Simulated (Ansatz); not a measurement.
**How the Voigt–Reuss–Hill shear modulus of rock-salt NaI moves with the method**

No measured value is used here.

Task: Put these levels in order of the Voigt–Reuss–Hill shear modulus that they give for rock-salt NaI, smallest first: LDA (Ansatz, a quantum-chemistry and plane-wave program), PBE (Ansatz), PBE0 (Ansatz).

Result: PBE (8.4 GPa), PBE0 (9.1 GPa), LDA (10.8 GPa)

Unless a cell is named, each level is at its own relaxed cell (LDA 30.66, PBE 34.80, PBE0 34.05 Å³/atom).

Each level is taken at its own relaxed cell. Ansatz's density-functional and Hartree–Fock values are scalar-relativistic unless marked +SOC, with PAW data made under PBE.
